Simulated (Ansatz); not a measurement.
Consider the isomerisation: `CC1=CSC1` → `CCC1=CS1`.

Calculated with Ansatz (gas phase, PBE0-D4/def2-TZVP geometries, no zero-point term in ΔE). CCSD(T)/CBS adds triple-zeta CCSD(T) − MP2 to the extrapolated MP2 energy (def2 sets, frozen cores). Functionals use def2-TZVPP. B3LYP here is the variant with VWN-RPA as its local correlation; programs differ in this. One conformer a species, not always the lowest.

```csv
level,ΔE (kcal/mol),difference from CCSD(T)/CBS
PBE-D4,28.2,0.8
r2SCAN-D4,28.1,0.7
PBE0-D4,29.2,1.8
B3LYP-D4,26.9,-0.5
ωB97X-V,28.4,1.0
ωB97M-V,27.6,0.2
B2PLYP,26.9,-0.5
PBE,27.9,0.5
r2SCAN,28.1,0.7
PBE0,29.0,1.6
B3LYP,26.4,-1.0
HF/def2-TZVPP,27.4,0.0
MP2/def2-TZVPP,27.3,-0.1
SCS-MP2/def2-TZVPP,27.0,-0.4
CCSD/def2-TZVPP,27.9,0.5
CCSD(T)/def2-TZVPP,27.8,0.4
HF/def2-QZVPP,27.2,-0.2
MP2/def2-QZVPP,27.0,-0.4
SCS-MP2/def2-QZVPP,26.8,-0.6
HF/CBS(def2),27.1,-0.3
MP2/CBS(def2),27.0,-0.4
CCSD/CBS(def2),27.5,0.1
CCSD(T)/CBS,27.4,0
```

Largest T1 diagnostic among the species: 0.012.

From PBE to PBE0 (25 % exact exchange), in def2-TZVPP and without D4, ΔE moves by +1.1 kcal/mol.

CCSD(T)/CBS has its own doubt, a few kJ/mol and more with outer-core shells, so smaller differences from it don't rank the levels.
